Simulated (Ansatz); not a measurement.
# C4H4ClF: a ladder of functionals and wavefunction methods

The task here is to estimate one member of a computed series from the others.

The runs use Ansatz 0.2.0, Gaussian basis; functionals in def2-TZVPP, the program's frozen cores in correlated methods.

The runs, in order: PBE-D4, r2SCAN-D4, PBE0-D4, B3LYP-D4, ωB97X-V, ωB97M-V, B2PLYP; CCSD(T)/def2-TZVPP; MP2/def2-QZVPP; extrapolation to the limit.

### The geometry

The geometry comes from an earlier relaxation with PBE0-D4 in a triple-zeta def2 set; it is a stationary point, not always the lowest conformer.

10 atoms, charge 0, spin multiplicity 1.

Atoms are counted from 1 here; the program's logs count them from 0.

Bond lengths: C1–C2 1.198 Å, C1–H7 1.065 Å, C2–C3 1.454 Å, C3–F4 1.387 Å, C3–C5 1.520 Å, C3–H8 1.095 Å, C5–Cl6 1.770 Å, C5–H9 1.089 Å, C5–H10 1.089 Å. Angles: C2–C1–H7 179.9°, C1–C2–C3 179.4°, C2–C3–F4 110.0°, C2–C3–C5 113.2°, C2–C3–H8 109.8°, F4–C3–C5 106.7°, F4–C3–H8 107.5°, C5–C3–H8 109.5°, C3–C5–Cl6 110.7°, C3–C5–H9 109.0°, C3–C5–H10 110.6°, Cl6–C5–H9 108.1°, Cl6–C5–H10 108.4°, H9–C5–H10 110.0°.

Geometry (Å):

```mol
C4H4ClF
  3D, bonds by distance, orders not assigned

 10  9  0  0  0  0  0  0  0  0999 V2000
    0.4988   -1.4637   -1.7051 C   0  0
    0.1258   -0.9574   -0.6852 C   0  0
   -0.3263   -0.3300    0.5456 C   0  0
    0.2500   -0.9608    1.6378 F   0  0
    0.0500    1.1397    0.6421 C   0  0
   -0.8290    2.0898   -0.5651 Cl  0  0
    0.8303   -1.9158   -2.6103 H   0  0
   -1.4121   -0.4370    0.6396 H   0  0
   -0.2217    1.5111    1.6289 H   0  0
    1.1173    1.2729    0.4746 H   0  0
  1  2  8  0
  2  3  8  0
  3  4  8  0
  3  5  8  0
  5  6  8  0
  1  7  8  0
  3  8  8  0
  5  9  8  0
  5 10  8  0
M  END
```

The first run:

in.yaml reads:

```yaml
crystal:
  periodic: [false, false, false]
  atoms:
    - {symbol: C, position_ang: [0.498758, -1.463673, -1.705149]}
    - {symbol: C, position_ang: [0.125807, -0.957381, -0.685160]}
    - {symbol: C, position_ang: [-0.326303, -0.329955, 0.545626]}
    - {symbol: F, position_ang: [0.249972, -0.960832, 1.637769]}
    - {symbol: C, position_ang: [0.050028, 1.139719, 0.642138]}
    - {symbol: Cl, position_ang: [-0.829032, 2.089770, -0.565093]}
    - {symbol: H, position_ang: [0.830300, -1.915818, -2.610315]}
    - {symbol: H, position_ang: [-1.412075, -0.437009, 0.639648]}
    - {symbol: H, position_ang: [-0.221735, 1.511100, 1.628873]}
    - {symbol: H, position_ang: [1.117278, 1.272877, 0.474561]}
basis:
  gaussian: {orbitals: def2-TZVPP}
hamiltonian: {xc: pbe, dispersion: d4}
output: {forces: true, orbitals: {seedname: orbitals}}
```

Started as:

```bash
> ansatz run in.yaml --threads 4 --pin off --events-out ev --progress --plain --max-ram 10444MiB
```

Steps of the session up to this table: PBE-D4 (GGA); r2SCAN-D4 (meta-GGA); PBE0-D4 (hybrid); B3LYP-D4 (hybrid); ωB97X-V (range-separated); ωB97M-V (range-separated); B2PLYP (double hybrid); CCSD(T) in def2-TZVPP; MP2 in def2-QZVPP.

One of the session's tables, all rows but one given; the rest of the session is left out.

| method | atomisation energy (eV) |
| --- | --- |
| PBE-D4 | 44.130 |
| r2SCAN-D4 | ? |
| PBE0-D4 | 43.022 |
| B3LYP-D4 | 42.437 |
| ωB97X-V | 42.536 |
| ωB97M-V | 42.700 |
| B2PLYP | 42.155 |
| HF/def2-TZVPP | 30.478 |
| MP2/def2-TZVPP | 42.722 |
| CCSD/def2-TZVPP | 40.539 |
| CCSD(T)/def2-TZVPP | 41.381 |
| MP2/CBS | 43.843 |
| CCSD(T)/CBS | 42.501 |

**Question.** Estimate the row for r2SCAN-D4.

**Answer.** atomisation energy (eV): 42.719. In the column «atomisation energy (eV)» it lies between ωB97M-V (42.700) and MP2/def2-TZVPP (42.722).

Among the levels timed on like hardware and quicker than the yardstick, those that no quicker one beats, quickest first: PBE-D4 (2.9 s, +1.628 eV); PBE0-D4 (3.6 s, +0.520 eV); B3LYP-D4 (6 s, -0.065 eV); ωB97X-V (8.5 s, +0.034 eV).

B2PLYP carry no dispersion term (for B3LYP, D4 adds 0.349 eV).
